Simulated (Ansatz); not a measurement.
A calculation with Ansatz (development build ahead of 0.2.0).

```yaml
crystal:
  periodic: [false, false, false]
  atoms:
    - { symbol: C, position_ang: [-0.12664, -0.03913, 0.00231] }
    - { symbol: H, position_ang: [1.1025, 0.09169, -0.08685] }
    - { symbol: H, position_ang: [-0.53963, 0.98435, 0.10144] }
    - { symbol: H, position_ang: [-0.52221, -0.92157, -0.05533] }
basis:
  gaussian: { orbitals: "6-31G" }
magnetization:
  spin_polarized: true
  initial_magnetization: 1
hamiltonian:
  xc: hf
correlation:
  method: mp2
  frozen_orbitals: { C: 1, H: 0 }
```

The input is written out in the form of the current development build from the run's settings.

The run gave:

* Converged: yes
* Reference energy: -39.51735 hartree
* Correlation energy: -0.07656 hartree
* Total energy: -39.59390 hartree
* Spin squared of the determinant: 0.767
